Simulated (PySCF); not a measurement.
Stepwise substitution at one centre (Al F-Cl). Isolated molecules, 0 K electronic values unless said otherwise. Strings in code marks are SMILES.

The four lowest singlet excitations (Tamm–Dancoff). The numbers are results of PBE-D3(BJ)/def2-TZVP // ωB97X-D3(BJ)/def2-TZVP in PySCF, not measurements. Excitations are Tamm–Dancoff values on a coarser integration grid. The basis has no diffuse functions, so Rydberg states are missing or too high.

```tsv
state	energy (eV)	wavelength (nm)	oscillator strength
S1	7.27	170	0.000
S2	7.75	160	0.000
S3	7.76	160	0.000
S4	8.03	154	0.052
```

Question: Say which member gives these states.
A. `[F][Al]([F])[F]`
B. `[F][Al]([F])[Cl]`
C. `[F][Al]([Cl])[Cl]`

Answer: A, `[F][Al]([F])[F]`
